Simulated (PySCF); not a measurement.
Method: PySCF with PBE0-D4/def2-TZVP. All species are isolated molecules in the gas phase. One relaxed conformer stands for a flexible species; it need not be the lowest. 

Reference species (SMILES): `[OH]` (neutral, multiplicity 2).

The highest occupied spin orbital comes out as -9.09 eV.

Changed species: `[SiH2]([O])O` (O–Si–O–H torsion 179°) (radical fragment; the reference has radical fragment).

Task: Give the shifts of the highest occupied spin orbital.

Result: the highest occupied spin orbital hardly moves.
